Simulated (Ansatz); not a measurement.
System: Cl, net charge -1, singlet state.

Basis-set convergence of Hartree-Fock and CCSD(T) correlation energies (hartree) with Ansatz (a first-principles code). Correlated levels leave the core frozen unless marked. Spin-orbit coupling is left out. Non-relativistic.

| basis | functions | E(HF) | E(corr, CCSD(T)) |
|---|---|---|---|
| aug-cc-pV(D+d)Z | 32 | -459.56364 | -0.18015 |
| aug-cc-pV(T+d)Z | 55 | -459.57348 | -0.23315 |
| aug-cc-pV(Q+d)Z | 89 | -459.57635 | -0.25204 |

Extrapolating the two largest sets (X = 3 and 4) as X^-3: E(corr) = (64·(-0.25204) - 27·(-0.23315))/37 = -0.2658 Eh, an estimate of the basis-set limit. The largest set recovers 94.8 % of it, the smallest 67.8 %.
